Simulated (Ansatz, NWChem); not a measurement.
# Worked example: vertical ionisation energy of C6H6 (fulvene)

C6H6 has 12 atoms, charge 0, and is taken as a singlet. As SMILES, `C=C1C=CC=C1`. The shape is that of a PBE0-D4/def2-TZVP optimisation.

Both states at this one shape; open shells run unrestricted unless said. 1 Eh = 27.2114 eV.

| level | program | singlet C6H6 (Eh) | doublet [C6H6]+ (Eh) |
| --- | --- | --- | --- |
| PBE0/def2-SVP | Ansatz | -231.742572 | -231.436010 |
| wB97X/def2-SVP | NWChem | -231.955403 | -231.646941 |
| B2PLYP/def2-SVP, 6 core orbitals frozen | NWChem | -231.759140 | -231.453736 |
| MP2/def2-SVP, 6 core orbitals frozen | NWChem | -231.255676 | -230.930864 |

Task: Work out the vertical ionisation energy at each level.

Result: 
1. PBE0/def2-SVP: -231.436010 − (-231.742572) = 0.306562 Eh = 8.34 eV.
2. wB97X/def2-SVP: -231.646941 − (-231.955403) = 0.308462 Eh = 8.39 eV.
3. B2PLYP/def2-SVP: -231.453736 − (-231.759140) = 0.305404 Eh = 8.31 eV.
4. MP2/def2-SVP: -230.930864 − (-231.255676) = 0.324812 Eh = 8.84 eV.

No measured value is set beside it here; the levels span 8.31 to 8.84 eV. The second state is spin-contaminated at MP2/def2-SVP (⟨S²⟩ = 1.00).
